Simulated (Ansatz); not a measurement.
SiH2SF (SMILES F[SiH]S): methods side by side

SiH2SF has 5 atoms, charge 0, and is taken as a doublet. SMILES: `F[SiH]S`. Geometry: relaxed at PBE0-D4/def2-TZVP. This is one conformer, not always the lowest.

```xyz
5

F    -1.2423   -0.5272    1.1342
Si   -0.6294   -0.1680   -0.3033
S     1.4007    0.4385   -0.1918
H    -0.6218   -1.4165   -1.1155
H     1.1427    1.5995    0.4350
```

Quantity: the energy change with the Si2–H4 bond stretched from 1.489 to 2.234 Å, in eV. The values are calculated.

| level | kind | program | value (eV) | less FCI/STO-3G | CPU time (all runs) |
| --- | --- | --- | --- | --- | --- |
| UHF/STO-3G | Hartree–Fock | Ansatz | 2.88 | +0.38 | 0.51 s |
| U-revPBE/STO-3G | GGA | Ansatz | 2.28 | -0.22 | 5 s |
| U-r2SCAN0/STO-3G | hybrid meta-GGA | Ansatz | 2.72 | +0.22 | 14 s |
| UPBE0/STO-3G | global hybrid | Ansatz | 2.66 | +0.16 | 5.3 s |
| U-wB97X/STO-3G | range-separated hybrid | Ansatz | 2.87 | +0.37 | 28 s |
| UB2PLYP/STO-3G | double hybrid | Ansatz | 2.69 | +0.19 | 6 s |
| UCCSD/STO-3G | coupled cluster or CI | Ansatz | 2.60 | +0.10 | 0.91 s |
| UCCSDT/STO-3G | coupled cluster or CI | Ansatz | 2.51 | +0.01 | 3.3 s |
| FCI/STO-3G | exact in the basis | Ansatz | 2.50 | 0.00 | 40 s |

FCI/STO-3G is exact within its basis and frozen core, so for wave-function methods in that basis the difference is their error; functionals converge differently with the basis, so for them it is only a difference. The first shape isn't each level's own minimum. The values span 2.28 to 2.88 eV. Spin contamination of the reference (⟨S²⟩ at least 0.1 too high) touches UHF/STO-3G, U-r2SCAN0/STO-3G, UB2PLYP/STO-3G, UCCSD/STO-3G, UCCSDT/STO-3G. All rows use very small basis sets, so even the best lies far from the true value. Times are those of the runs behind each value, whatever else they computed, on shared processors of several kinds: orders of magnitude only.
